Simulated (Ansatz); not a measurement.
# Al₂P+ (triplet): the correlation ladder, cc-pVDZ

How much of the correlation energy of Al₂P+ (triplet) does each wave-function method recover here?

The runs use Ansatz 0.2.0, Gaussian basis; cc-pVDZ, core rule «outside noble gas», up to 15 orbitals frozen.

To be run: UHF; CCSD(T) on ROHF; CCSD(T) on UHF; BCCD(T) on ROHF; CISD; CCSDT(Q) on ROHF; CCSDT(Q) on UHF.

38 further runs of the same task are left out: 14 for a known fault of the program, 11 that didn't finish, 13 set aside as unsound or not needed.

### Step 1. The system

The geometry is a PBE0/def2-TZVP stationary point (not a proven minimum) of the parent state, kept for this charge and spin.

3 atoms, charge 1, spin multiplicity 3.

Atoms are counted from 1 here; the program's logs count them from 0.

Bond lengths: Al1–P2 2.259 Å, Al1–Al3 2.665 Å, P2–Al3 2.259 Å. Angles: P2–Al1–Al3 53.9°, Al1–P2–Al3 72.3°, Al1–Al3–P2 53.9°.

### Step 2. UHF

File in.yaml:

```yaml
crystal:
  periodic: [false, false, false]
  atoms:
    - {symbol: Al, position_ang: [0.000000, -0.665301, -1.332700]}
    - {symbol: P, position_ang: [0.000000, 1.159099, 0.000000]}
    - {symbol: Al, position_ang: [0.000000, -0.665301, 1.332700]}
basis:
  gaussian: {orbitals: cc-pVDZ}
total_charge: 1
magnetization: {spin_polarized: true, initial_magnetization: 2}
hamiltonian: {xc: hf}
output: {orbitals: {seedname: orbitals}}
```

The run is started by

```console
$ ansatz run in.yaml --threads 1 --pin off --events-out ev --progress --plain --max-ram 2393MiB
```

After this run come: CCSD(T) on ROHF; CCSD(T) on UHF; BCCD(T) on ROHF; CISD; CCSDT(Q) on ROHF; CCSDT(Q) on UHF.

Q: Predict the results of all the runs planned. Wanted: UCCSDT(Q) below the RHF energy; RMP2 from UCCSDT(Q); UMP2 from UCCSDT(Q); RCCSD from UCCSDT(Q); RCCSD(T) from UCCSDT(Q); UCCSD(T) from UCCSDT(Q); RCCSDT(Q) from UCCSDT(Q); T1 diagnostic.

The runs gave:

| quantity | value |
| --- | --- |
| UCCSDT(Q) below the RHF energy | -6.3442 eV |
| RMP2 from UCCSDT(Q) | +101.4 kJ/mol |
| UMP2 from UCCSDT(Q) | +113.6 kJ/mol |
| RCCSD from UCCSDT(Q) | +44.8 kJ/mol |
| RCCSD(T) from UCCSDT(Q) | +7.4 kJ/mol |
| UCCSD(T) from UCCSDT(Q) | +7.9 kJ/mol |
| RCCSDT(Q) from UCCSDT(Q) | +0.5 kJ/mol |
| levels within 1 kcal/mol (43 meV) | RCCSDT, UCCSDT, RCCSDT(Q) |
| T1 diagnostic | 0.046 |

In words: RCCSD(T) misses by +7.4 kJ/mol, 1.2 % of the correlation energy. These misses are within one basis, not against nature; the frozen cores of restricted and unrestricted runs differ, which can shift their rows.
